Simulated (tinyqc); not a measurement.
RKS/LDA (PW92) in the sto-3g basis, for OH-, spin multiplicity 1, step by step. The basis has no diffuse functions, so it cannot describe the extra electron: this is an exercise in the method, not the real anion. One step of it, computed by the program tinyqc.

Question. Iteration 2: building the Kohn-Sham matrix. J_ij = sum D_kl (ij|kl); F = H + J + V_xc; E = tr D H + tr D J / 2 + E_xc + E_nn.

D after iteration 1, order 1O 1s, 1O 2s, 1O 2px, 1O 2py, 1O 2pz, 2H 1s:
```
[[2.119203, -0.504379, 0.000000, 0.000000, -0.003010, 0.031725],
 [-0.504379, 2.135377, 0.000000, 0.000000, 0.017468, -0.184132],
 [0.000000, 0.000000, 1.814082, -0.580749, 0.000000, 0.000000],
 [0.000000, 0.000000, -0.580749, 0.185918, 0.000000, 0.000000],
 [-0.003010, 0.017468, 0.000000, 0.000000, 2.018306, -0.192969],
 [0.031725, -0.184132, 0.000000, 0.000000, -0.192969, 2.034110]]
```

core Hamiltonian H = T + V (hartree), order 1O 1s, 1O 2s, 1O 2px, 1O 2py, 1O 2pz, 2H 1s:
```
[[-31.888873, -7.415857, 0.000000, 0.000000, -0.003803, -0.184348],
 [-7.415857, -8.517408, 0.000000, 0.000000, -0.048000, -0.536605],
 [0.000000, 0.000000, -6.718256, 0.000000, 0.000000, 0.000000],
 [0.000000, 0.000000, 0.000000, -6.718256, 0.000000, 0.000000],
 [-0.003803, -0.048000, 0.000000, 0.000000, -6.736507, -0.478896],
 [-0.184348, -0.536605, 0.000000, 0.000000, -0.478896, -2.654368]]
```

Two-electron integrals (ij|kl) in chemists' order, unique and non-zero (hartree):
```
(11|11) 4.785065   (21|11) 0.741380   (21|21) 0.136873   (22|11) 1.118947
(22|21) 0.256633   (22|22) 0.817206   (31|31) 0.024477   (32|31) 0.037809
(32|32) 0.180518   (33|11) 1.115814   (33|21) 0.256684   (33|22) 0.817023
(33|33) 0.880159   (41|41) 0.024477   (42|41) 0.037809   (42|42) 0.180518
(43|43) 0.047444   (44|11) 1.115814   (44|21) 0.256684   (44|22) 0.817023
(44|33) 0.785270   (44|44) 0.880159   (51|51) 0.024477   (52|51) 0.037809
(52|52) 0.180518   (53|53) 0.047444   (54|54) 0.047444   (55|11) 1.115814
(55|21) 0.256684   (55|22) 0.817023   (55|33) 0.785270   (55|44) 0.785270
(55|55) 0.880159   (61|11) 0.018453   (61|21) 0.003382   (61|22) 0.006315
(61|33) 0.006306   (61|44) 0.006306   (61|51) 0.000153   (61|52) 0.000289
(61|55) 0.006334   (61|61) 0.000085   (62|11) 0.059683   (62|21) 0.013926
(62|22) 0.051231   (62|33) 0.050371   (62|44) 0.050371   (62|51) 0.001037
(62|52) 0.008950   (62|55) 0.052898   (62|61) 0.000352   (62|62) 0.004630
(63|31) 0.001258   (63|32) 0.008034   (63|53) 0.001782   (63|63) 0.000583
(64|41) 0.001258   (64|42) 0.008034   (64|54) 0.001782   (64|64) 0.000583
(65|11) 0.052522   (65|21) 0.012386   (65|22) 0.048601   (65|33) 0.046762
(65|44) 0.046762   (65|51) 0.001935   (65|52) 0.014931   (65|55) 0.052227
(65|61) 0.000321   (65|62) 0.005312   (65|65) 0.006575   (66|11) 0.273465
(66|21) 0.064725   (66|22) 0.273021   (66|33) 0.267256   (66|44) 0.267256
(66|51) 0.003777   (66|52) 0.047179   (66|55) 0.284496   (66|61) 0.001627
(66|62) 0.035546   (66|65) 0.047387   (66|66) 0.774606
```

nuclear repulsion = 2.18894400 hartree

V_xc (hartree), order 1O 1s, 1O 2s, 1O 2px, 1O 2py, 1O 2pz, 2H 1s:
```
[[-2.917477, -0.414505, 0.000000, 0.000000, -0.000130, -0.010397],
 [-0.414505, -0.764713, 0.000000, 0.000000, -0.002118, -0.044455],
 [0.000000, 0.000000, -0.782287, 0.028167, 0.000000, 0.000000],
 [0.000000, 0.000000, 0.028167, -0.701437, 0.000000, 0.000000],
 [-0.000130, -0.002118, 0.000000, 0.000000, -0.796184, -0.044009],
 [-0.010397, -0.044455, 0.000000, 0.000000, -0.044009, -0.506260]]
```

E_xc = sum of w rho eps_xc = -8.79471248 hartree

Give: Coulomb J; Kohn-Sham matrix F; total energy of this density.

Answer.

Coulomb J (hartree), order 1O 1s, 1O 2s, 1O 2px, 1O 2py, 1O 2pz, 2H 1s:
```
[[16.7809, 3.1345, 0.0000, 0.0000, 0.0077, 0.0776],
 [3.1345, 7.6586, 0.0000, 0.0000, 0.0930, 0.4982],
 [0.0000, 0.0000, 7.6854, -0.0551, 0.0000, 0.0000],
 [0.0000, 0.0000, -0.0551, 7.5309, 0.0000, 0.0000],
 [0.0077, 0.0930, 0.0000, 0.0000, 7.7368, 0.4940],
 [0.0776, 0.4982, 0.0000, 0.0000, 0.4940, 3.7519]]
```

Kohn-Sham matrix F (hartree), order 1O 1s, 1O 2s, 1O 2px, 1O 2py, 1O 2pz, 2H 1s:
```
[[-18.0255, -4.6959, 0.0000, 0.0000, 0.0038, -0.1171],
 [-4.6959, -1.6235, 0.0000, 0.0000, 0.0429, -0.0828],
 [0.0000, 0.0000, 0.1848, -0.0269, 0.0000, 0.0000],
 [0.0000, 0.0000, -0.0269, 0.1112, 0.0000, 0.0000],
 [0.0038, 0.0429, 0.0000, 0.0000, 0.2041, -0.0290],
 [-0.1171, -0.0828, 0.0000, 0.0000, -0.0290, 0.5913]]
```

total energy of this density = -73.434216 hartree
